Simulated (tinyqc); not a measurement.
UKS/LDA (PW92) in the sto-3g basis, for OH+, spin multiplicity 3, step by step. One step of it, computed by the program tinyqc.

Problem. Iteration 2: diagonalisation and new density. Diagonalise F' = X^T F X, C = X C', fill 5 alpha and 3 beta electrons from the bottom; D(s) = C_occ C_occ^T. Each column has its largest component positive (the first on a tie).

F(alpha) (hartree):
```
             1O 1s      1O 2s     1O 2px     1O 2py     1O 2pz      2H 1s
1O 1s   -18.679852  -4.859762   0.000000   0.000000  -0.012201  -0.433651
1O 2s    -4.859762  -2.328807   0.000000   0.000000  -0.120173  -0.487049
1O 2px    0.000000   0.000000  -0.463738  -0.002039   0.000000   0.000000
1O 2py    0.000000   0.000000  -0.002039  -0.549599   0.000000   0.000000
1O 2pz   -0.012201  -0.120173   0.000000   0.000000  -0.601430  -0.334373
2H 1s    -0.433651  -0.487049   0.000000   0.000000  -0.334373  -0.681177
```

F(beta) (hartree):
```
             1O 1s      1O 2s     1O 2px     1O 2py     1O 2pz      2H 1s
1O 1s   -18.644420  -4.833691   0.000000   0.000000  -0.010104  -0.431283
1O 2s    -4.833691  -2.201012   0.000000   0.000000  -0.106805  -0.463928
1O 2px    0.000000   0.000000  -0.391280   0.000083   0.000000   0.000000
1O 2py    0.000000   0.000000   0.000083  -0.394202   0.000000   0.000000
1O 2pz   -0.010104  -0.106805   0.000000   0.000000  -0.444975  -0.312977
2H 1s    -0.431283  -0.463928   0.000000   0.000000  -0.312977  -0.659354
```

X:
```
            1O 1s      1O 2s    1O 2px    1O 2py     1O 2pz      2H 1s
1O 1s    1.022359  -0.126002  0.000000  0.000000  -0.003085   0.014018
1O 2s   -0.126002   1.049673  0.000000  0.000000   0.025954  -0.140204
1O 2px   0.000000   0.000000  1.000000  0.000000   0.000000   0.000000
1O 2py   0.000000   0.000000  0.000000  1.000000   0.000000   0.000000
1O 2pz  -0.003085   0.025954  0.000000  0.000000   1.024267  -0.131639
2H 1s    0.014018  -0.140204  0.000000  0.000000  -0.131639   1.051050
```

Give: F' = X^T F X; orbital energies; coefficients C; F' = X^T F X; orbital energies; coefficients C; D(alpha) after iteration 2; D(beta) after iteration 2.

Solution.

F' = X^T F X (alpha) (hartree):
```
          1        2        3        4        5        6
1  -18.3203  -2.5293   0.0000   0.0000  -0.0132  -0.0133
2   -2.5293  -1.4668   0.0000   0.0000  -0.0845  -0.1663
3    0.0000   0.0000  -0.4637  -0.0020   0.0000   0.0000
4    0.0000   0.0000  -0.0020  -0.5496   0.0000   0.0000
5   -0.0132  -0.0845   0.0000   0.0000  -0.5569  -0.1876
6   -0.0133  -0.1663   0.0000   0.0000  -0.1876  -0.5744
```

orbital energies (alpha) (hartree): MO1 -18.6918, MO2 -1.1714, MO3 -0.6817, MO4 -0.5496, MO5 -0.4637, MO6 -0.3734

coefficients C (alpha):
```
            MO1      MO2      MO3     MO4      MO5      MO6
1O 1s    0.9932  -0.2489   0.1081  0.0000   0.0000   0.0342
1O 2s    0.0276   0.9346  -0.4706  0.0000   0.0000  -0.2055
1O 2px   0.0000   0.0000   0.0000  0.0237   0.9997   0.0000
1O 2py   0.0000   0.0000   0.0000  0.9997  -0.0237   0.0000
1O 2pz   0.0019   0.2074   0.6101  0.0000   0.0000  -0.8074
2H 1s   -0.0045   0.1778   0.6165  0.0000   0.0000   0.8545
```

F' = X^T F X (beta) (hartree):
```
          1        2        3        4        5        6
1  -18.2879  -2.5220   0.0000   0.0000  -0.0127  -0.0146
2   -2.5220  -1.3379   0.0000   0.0000  -0.0689  -0.1633
3    0.0000   0.0000  -0.3913   0.0001   0.0000   0.0000
4    0.0000   0.0000   0.0001  -0.3942   0.0000   0.0000
5   -0.0127  -0.0689   0.0000   0.0000  -0.3975  -0.1896
6   -0.0146  -0.1633   0.0000   0.0000  -0.1896  -0.5573
```

orbital energies (beta) (hartree): MO1 -18.6553, MO2 -1.0503, MO3 -0.6051, MO4 -0.3942, MO5 -0.3913, MO6 -0.2699

coefficients C (beta):
```
            MO1      MO2      MO3      MO4     MO5      MO6
1O 1s    0.9935  -0.2433   0.1200   0.0000  0.0000  -0.0245
1O 2s    0.0264   0.9121  -0.5301   0.0000  0.0000   0.1563
1O 2px   0.0000   0.0000   0.0000  -0.0284  0.9996   0.0000
1O 2py   0.0000   0.0000   0.0000   0.9996  0.0284   0.0000
1O 2pz   0.0017   0.1795   0.4420   0.0000  0.0000   0.9163
2H 1s   -0.0043   0.2352   0.7591   0.0000  0.0000  -0.7144
```

D(alpha) after iteration 2:
```
          1O 1s    1O 2s  1O 2px  1O 2py   1O 2pz    2H 1s
1O 1s    1.0601  -0.2561  0.0000  0.0000   0.0162   0.0179
1O 2s   -0.2561   1.0958  0.0000  0.0000  -0.0932  -0.1241
1O 2px   0.0000   0.0000  1.0000  0.0000   0.0000   0.0000
1O 2py   0.0000   0.0000  0.0000  1.0000   0.0000   0.0000
1O 2pz   0.0162  -0.0932  0.0000  0.0000   0.4153   0.4130
2H 1s    0.0179  -0.1241  0.0000  0.0000   0.4130   0.4117
```

D(beta) after iteration 2:
```
          1O 1s    1O 2s  1O 2px  1O 2py   1O 2pz    2H 1s
1O 1s    1.0607  -0.2593  0.0000  0.0000   0.0110   0.0296
1O 2s   -0.2593   1.1136  0.0000  0.0000  -0.0706  -0.1880
1O 2px   0.0000   0.0000  0.0000  0.0000   0.0000   0.0000
1O 2py   0.0000   0.0000  0.0000  0.0000   0.0000   0.0000
1O 2pz   0.0110  -0.0706  0.0000  0.0000   0.2276   0.3777
2H 1s    0.0296  -0.1880  0.0000  0.0000   0.3777   0.6315
```
